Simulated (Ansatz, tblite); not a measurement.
# The cluster Al2F2: a ladder of methods and basis sets

Aim: run the singlet of the cluster Al2F2 at one geometry on many levels, and compare frontier levels, spin and run time.

The runs use Ansatz 0.2.0, Gaussian basis; as each input shows.

Levels to be run: GFN1-xTB, GFN2-xTB, PBE-D4/def2-TZVP, r2SCAN-D4/def2-TZVP, HF/def2-TZVP, B97M-V/def2-TZVP, B2PLYP/def2-TZVP, ωB97M-V/def2-TZVP, LDA/def2-TZVP, PBE-D4/def2-SVP, PBE0-D4/def2-SVP, HF/STO-3G, HF/6-31G, B3LYP-D4/6-31G, PBE0-D4/def2-TZVPD, PBE-D4/def2-TZVPD, r2SCAN-D4/def2-TZVPD, CCSD(T)/def2-TZVPP, MP2/def2-TZVP, RPA/def2-TZVP, CCSD(T)/def2-TZVPD.

## (1) The geometry

The geometry is that of the singlet, from an earlier relaxation (r2SCAN-D4/def2-TZVP). At that level it is the lowest of the isomers that a small search found.

4 atoms, charge 0, spin multiplicity 1.

Bond lengths: Al1–F3 1.663 Å, Al2–F4 1.663 Å.

PBE0-D4/def2-TZVP was run before; its log isn't repeated, and its numbers join the tables.

## (2) GFN1-xTB

Tight binding, by tblite at 300 K electronic temperature and without a spin-polarisation term:

```python
tblite.interface.Calculator('GFN1-xTB', numbers, positions, charge=0, uhf=0).singlepoint()
```

Energy -355.5115 eV, HOMO -11.96 eV, LUMO -5.42 eV; 0.003 s.

## (3) GFN2-xTB

Tight binding, by tblite at 300 K electronic temperature and without a spin-polarisation term:

```python
tblite.interface.Calculator('GFN2-xTB', numbers, positions, charge=0, uhf=0).singlepoint()
```

Energy -318.4807 eV, HOMO -8.65 eV, LUMO -6.55 eV; 0.003 s.

## (4) PBE-D4/def2-TZVP

start.molden holds the orbitals of an earlier run on this state, given as this run's starting guess.

in.yaml

```yaml
crystal:
  periodic: [false, false, false]
  atoms:
    - {symbol: Al, position_ang: [-1.462350, -0.131607, -0.299597]}
    - {symbol: Al, position_ang: [1.463972, 0.131642, 0.304433]}
    - {symbol: F, position_ang: [-2.214645, 1.337565, -0.092728]}
    - {symbol: F, position_ang: [2.213023, -1.337600, 0.087893]}
basis:
  gaussian: {orbitals: def2-TZVP, initial_orbitals: start.molden}
hamiltonian: {xc: pbe, dispersion: d4}
scf: {omitted_lower_state_checks: [starts]}
output: {orbitals: {seedname: orbitals}}
```

On the command line:

```console
$ ansatz run in.yaml --threads 4 --pin off --events-out ev --progress --plain --max-ram 3916MiB
```

Further steps of the session: r2SCAN-D4/def2-TZVP; HF/def2-TZVP; B97M-V/def2-TZVP; B2PLYP/def2-TZVP; ωB97M-V/def2-TZVP; LDA/def2-TZVP; PBE-D4/def2-SVP; PBE0-D4/def2-SVP; HF/STO-3G; HF/6-31G; B3LYP-D4/6-31G; PBE0-D4/def2-TZVPD; PBE-D4/def2-TZVPD; r2SCAN-D4/def2-TZVPD; CCSD(T)/def2-TZVPP; MP2/def2-TZVP; RPA/def2-TZVP; CCSD(T)/def2-TZVPD.

**Question.** What will the summary of the whole plan be? Wanted: gap in def2-TZVP, named functionals and Hartree-Fock, smallest and largest; correlation energy, CCSD(T)/def2-TZVPP; correlation energy, MP2/def2-TZVP; correlation energy, CCSD(T)/def2-TZVPD; binding an atom, CCSD(T)/def2-TZVPP; PBE0 total energy, smallest basis above largest.

The runs gave:

| quantity | value |
| --- | --- |
| gap in def2-TZVP, named functionals and Hartree-Fock, smallest and largest | 2.55 eV (LDA), 8.21 eV (HF) |
| correlation energy, CCSD(T)/def2-TZVPP | -18.03 eV |
| correlation energy, MP2/def2-TZVP | -16.96 eV |
| correlation energy, CCSD(T)/def2-TZVPD | -18.13 eV |
| binding an atom, CCSD(T)/def2-TZVPP | 3.408 eV |
| PBE0 total energy, smallest basis above largest | 11.74 eV (def2-SVP, def2-TZVPD) |

What this shows: Orbital gaps of the named functionals and Hartree-Fock in def2-TZVP span 2.55 eV (LDA) to 8.21 eV (HF); exact exchange widens it. A small miss in a minimal or small basis is a cancelling of errors, not accuracy. The functionals in def2-TZVP miss CCSD(T)/def2-TZVPP by +0.029 (PBE0-D4) to +0.636 eV (LDA) an atom. The reference is CCSD(T) in one finite basis, so it carries an error of its own, often a tenth of an eV or more, and near misses can't be ranked.
